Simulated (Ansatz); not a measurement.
A made-up structure of Al$_{2}$H$_{2}$F, doublet:

```
5
angstrom
F -0.3190 -0.5683 1.4601
Al -0.1375 -2.0779 2.1136
Al 0.1492 0.4809 -0.8589
H -1.1296 0.7540 -1.7656
H 1.4369 1.4114 -0.9492
```

It is relaxed with PBE-D4/def2-SVP and then PBE0-D4/def2-TZVP (Ansatz 0.2.0). Atoms count as bonded within 1.22 times the sum of their covalent radii (H–H: 0.88 Å). The end point is not checked to be a true minimum.

Question: Does its bonding change? (A judgement: the text doesn't fix the answer.)

Answer: By the calculation: Yes. Formed: F1–Al3, Al2–Al3; broken: none.

Where it ends: The first stage lowers the energy by 1.23 eV in 10 steps. It ends as Al₂H₂F ([Al][F][AlH2]):
```
5
angstrom
F -0.4154 0.0745 1.2465
Al 0.0412 -1.7629 1.2936
Al 0.1098 0.2146 -0.5186
H -1.1736 0.4017 -1.4259
H 1.4381 1.0720 -0.5956
```

Labels in which every atom is bracketed show which atoms are joined, not bond orders.

For scale, one of the runs: PBE0-D4/def2-TZVP relaxation, 117 basis functions, launched by `ansatz run in.yaml --threads 2 --pin off --events-out ev --progress --plain --max-ram 4352MiB`. Hardware: 2 CPU threads of an Arm Neoverse V2, shared host. Wall time about 15 s.
